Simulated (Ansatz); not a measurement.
Start from `F[BH][AlH2]` and change one atom or group to get `FB[SiH3]`.

Ansatz, PBE0-D4/def2-TZVP geometries, multiplicity 1. 

```json
{"property": "size of the dipole moment (ωB97M-V/def2-TZVPP) / D", "`F[BH][AlH2]`": "0.49"}
{"property": "ideal-gas entropy at 298 K and 1 bar (rigid rotor, harmonic PBE0-D4/def2-TZVP) / J/(mol·K)", "`F[BH][AlH2]`": "294"}
{"property": "HOMO energy (B3LYP/def2-TZVPP) / eV", "`F[BH][AlH2]`": "-7.14"}
{"property": "HOMO–LUMO gap (B3LYP/def2-TZVPP) / eV", "`F[BH][AlH2]`": "5.06"}
{"property": "HOMO energy (PBE/def2-TZVPP) / eV", "`F[BH][AlH2]`": "-6.07"}
{"property": "HOMO–LUMO gap (PBE0/def2-TZVPP) / eV", "`F[BH][AlH2]`": "5.46"}
```

**Question.** What does the change do to each property? (Estimate.)

**Answer.** Ansatz gave: 
| property | `FB[SiH3]` | shift |
| --- | --- | --- |
| size of the dipole moment (ωB97M-V/def2-TZVPP) / D | 0.49 | 0.00 |
| ideal-gas entropy at 298 K and 1 bar (rigid rotor, harmonic PBE0-D4/def2-TZVP) / J/(mol·K) | 297 | 3 |
| HOMO energy (B3LYP/def2-TZVPP) / eV | -8.00 | -0.86 |
| HOMO–LUMO gap (B3LYP/def2-TZVPP) / eV | 6.04 | 0.98 |
| HOMO energy (PBE/def2-TZVPP) / eV | -6.87 | -0.80 |
| HOMO–LUMO gap (PBE0/def2-TZVPP) / eV | 6.44 | 0.98 |

With PBE0 the HOMO falls by 0.88 eV and the LUMO rises by 0.11 eV, so the gap widens by about 0.99 eV. PBE moves the HOMO by -0.80 eV and ωB97M-V by -0.92 eV. The zero-point energy changes by 30.7 kJ/mol with +3 modes. Dipoles are sizes alone; their direction can turn. Modes under 60 cm⁻¹, often nearly free rotors, make the harmonic entropy too high.

B3LYP here is the variant with VWN-RPA as its local correlation; programs differ in this.
